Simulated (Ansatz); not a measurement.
Input for Ansatz (development build ahead of 0.2.0):

```yaml
crystal:
  periodic: [false, false, false]
  atoms:
    - { symbol: Si, position_ang: [0.0, 0.0, 0.0] }
    - { symbol: Si, position_ang: [0.0, 0.0, 4.5] }
basis:
  gaussian: { orbitals: def2-SVP }
magnetization:
  spin_polarized: true
  initial_magnetization: 2
hamiltonian:
  xc: pbe0
scf:
  omitted_lower_state_checks: [stability, starts, atomic_configurations, cluster_reference, orbital_swaps, given_window_search, neighbouring_geometries, increment]
output:
  forces: true
```

The input is written out in the form of the current development build from the run's settings.

Output:

* Converged: yes
* Total energy: -578.29729 hartree
* Spin squared of the determinant: 2.940

Forces (eV/Å):
| atom | Fx | Fy | Fz |
| --- | --- | --- | --- |
| Si1 | 0.000 | 0.000 | 0.217 |
| Si2 | 0.000 | 0.000 | -0.217 |

Caution: the unrestricted determinant is a mixture of spin states; no wide search was run, a lower solution can exist.
